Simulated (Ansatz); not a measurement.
in.yaml

```yaml
crystal:
  periodic: [false, false, false]
  atoms:
    - {symbol: H, position_ang: [-2.269273, 0.000000, 0.000000]}
    - {symbol: H, position_ang: [-1.443273, 0.000000, 0.000000]}
    - {symbol: B, position_ang: [0.211727, 0.000000, 0.000000]}
    - {symbol: H, position_ang: [0.720800, 0.000000, 1.077008]}
    - {symbol: H, position_ang: [0.720800, 0.000000, -1.077008]}
basis:
  gaussian: {orbitals: def2-SVP}
magnetization: {spin_polarized: true, initial_magnetization: 1}
correlation: {method: ccsdt, electrons: valence}
scf: {lower_state_search: full}
```

```sh
$ ansatz run in.yaml --threads 1 --pin off --events-out ev --progress --plain --max-ram 2393MiB
```

Output:

```
587 factors; integrals over basis functions are off by at most 2.0e-7 eV
mean field evaluation 1: about -729.3651 eV, gradient 8.1e0 eV
mean field evaluation 2: about -729.3654 eV, gradient 8.1e0 eV
mean field evaluation 4: about -730.1768 eV, gradient 8.8e-1 eV
mean field evaluation 8: about -730.1914 eV, gradient 3.1e-2 eV
mean field evaluation 16: about -730.1887 eV, gradient 3.4e-1 eV
mean field evaluation 32: about -730.1919 eV, gradient 8.3e-2 eV
mean field evaluation 64: about -694.3603 eV, gradient 2.7e1 eV
mean field evaluation 96: about -729.4152 eV, gradient 8.8e-4 eV
mean field -730.19139741 eV, -26.8340389134 hartree, gradient 8.5e-7 eV, S^2 0.772331; 8 other end points of the search recorded, 0 dependent functions left out
determinant -730.19139741 eV, -26.8340389134 hartree, with singles and doubles -733.64856881 eV, -26.9610876190 hartree
determinant -729.41523516 eV, -26.8055154767 hartree, with singles and doubles -733.00298291 eV, -26.9373627748 hartree
1 core orbitals not correlated: weight in the atoms' cores, before any rotation towards them, 1.000 or more for the frozen orbitals, at most 0.000 for the correlated occupied ones
reference -730.19139741 eV, -26.8340389134 hartree; 4, 3 occupied and 29, 30 virtual orbitals, 587 factors
second order -2.69288263 eV of doubles, -0.00000000 eV of singles
cycle   1  -3.23477780 eV  change   -5.4e-1 eV  update   5.3e-2
cycle   2  -3.50025380 eV  change   -2.7e-1 eV  update   2.3e-2
cycle   3  -3.51814322 eV  change   -1.8e-2 eV  update   7.6e-3
cycle   4  -3.52121649 eV  change   -3.1e-3 eV  update   2.9e-3
cycle   5  -3.52084425 eV  change    3.7e-4 eV  update   1.1e-3
cycle   6  -3.52090729 eV  change   -6.3e-5 eV  update   4.0e-4
cycle   7  -3.52113241 eV  change   -2.3e-4 eV  update   1.7e-4
cycle   8  -3.52116004 eV  change   -2.8e-5 eV  update   5.7e-5
cycle   9  -3.52112971 eV  change    3.0e-5 eV  update   2.1e-5
cycle  10  -3.52112747 eV  change    2.2e-6 eV  update   8.1e-6
cycle  11  -3.52113059 eV  change   -3.1e-6 eV  update   3.5e-6
cycle  12  -3.52113044 eV  change    1.5e-7 eV  update   1.2e-6
cycle  13  -3.52112990 eV  change    5.3e-7 eV  update   5.1e-7
cycle  14  -3.52112934 eV  change    5.6e-7 eV  update   1.8e-7
Total energy: -733.71252676 eV, -26.9634380301 hartree
```

Ran on 1 thread of Arm Neoverse N1, shared host: 4.5 s wall, 0.12 GiB peak host memory.
